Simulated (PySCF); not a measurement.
# Formyl cation (CHO+): geometry, NMR shifts, spin-spin couplings, electronic excitations and core binding energies

Aim: predict the NMR shifts, spin-spin couplings, electronic excitations and core binding energies of Formyl cation (CHO+) (`C#[O+]`).

The runs use PySCF 2.14.0, with density-fitted response routines of our own; the level of theory stands in each step. All values are computed, except where a source is named. Atoms count from 0, in the outputs and in this text.

## Step 1: The starting structure

3 atoms, charge 1, multiplicity 1; geometry from: GFN2-xTB.

Bonds of the start (Å): C0–O1 1.09, C0–H2 1.10.

## Step 2: Optimising the geometry at PBE0-D3(BJ)/def2-SVP

The job: settings as JSON, then the geometry in Å.

```
{"job": {"xc": "PBE0", "basis": "def2-SVP", "d3": "d3bj", "grid": 1, "kind": "geom"}, "charge": 1, "multiplicity": 1}
C      0.010130    -0.001660    -0.008420
O      1.100620    -0.013320    -0.021530
H     -1.087790     0.009900     0.004840
```

**Question.** This job is followed by: GIAO PBE0/pcSseg-1 NMR shielding, non-relativistic, gas phase; B3LYP/pcJ-1 indirect spin-spin coupling, non-relativistic, gas phase; TDDFT wB97X-D/def2-SVPD, vertical, gas phase, core orbitals frozen in the response; GIAO B3LYP/pcSseg-2 NMR shielding, non-relativistic, gas phase; delta-SCF UKS SCAN, pcX-2 on the ionised atom, pcseg-1 elsewhere, spin-free X2C. Predict these results of the whole session: point group; rotational constants (main isotopes); 13C shifts against TMS (PBE0/pcSseg-1); 1H shifts against TMS (PBE0/pcSseg-1); 17O shifts against H2O (PBE0/pcSseg-1); largest coupling of the table (B3LYP/pcJ-1); lowest singlet (wB97X-D/def2-SVPD); brightest single state of those computed; lowest triplet; vertical ionisation energy (ΔSCF); vertical electron affinity (ΔSCF); O1s binding energies, SCAN/pcX-2; range of the shift of O1.

The runs gave:

| quantity | value |
| --- | --- |
| point group | C∞v |
| rotational constants (main isotopes) | 44.67, 44.67 GHz |
| 13C shifts against TMS (PBE0/pcSseg-1) | 142.3 ppm |
| 1H shifts against TMS (PBE0/pcSseg-1) | 7.62 ppm |
| 17O shifts against H2O (PBE0/pcSseg-1) | 382.0 ppm |
| largest coupling of the table (B3LYP/pcJ-1) | 1J(C,H) C0–H2, 397.5 Hz |
| lowest singlet (wB97X-D/def2-SVPD) | 9.54 eV (130 nm), f = 0.000 |
| brightest single state of those computed | state 8, 14.82 eV, f = 0.345 |
| lowest triplet | 7.85 eV |
| vertical ionisation energy (ΔSCF) | 26.73 eV |
| vertical electron affinity (ΔSCF) | 6.87 eV |
| O1s binding energies, SCAN/pcX-2 | O1 552.71 eV |
| range of the shift of O1 | 379.2 to 382.0 ppm |

In words: The optimisation took 2 steps and gained 0.018 eV; among the close pairs (by a distance rule), C0–O1 changed most, from 1.091 to 1.104 Å. No frequency check was run at this level, so the end point may be a saddle. At PBE0/pcSseg-1: The largest span, 681 ppm, is at O1, where the paramagnetic term is -440 ppm. Of the pairs tabulated at B3LYP/pcJ-1, C0–H2 couples most strongly (397.5 Hz; Fermi contact 396.4 Hz). The first singlet state (HOMO→LUMO 0.45, HOMO−1→LUMO+1 0.45) lies at 9.54 eV and is dark; of the 10 states computed, the strongest absorption comes from states 9 to 10 together at 15.85 eV (the last computed, so partners may be missing). The lowest triplet lies 1.69 eV below the lowest singlet (triplets in Tamm-Dancoff, singlets in full TDDFT). ΔSCF puts the ionisation energy at 26.73 eV, 1.82 eV above −ε(HOMO). In ppm, O1 moves most: its shift spreads over 2.8 ppm, from 379.2 (B3LYP/pcSseg-2) to 382.0 (PBE0/pcSseg-1).
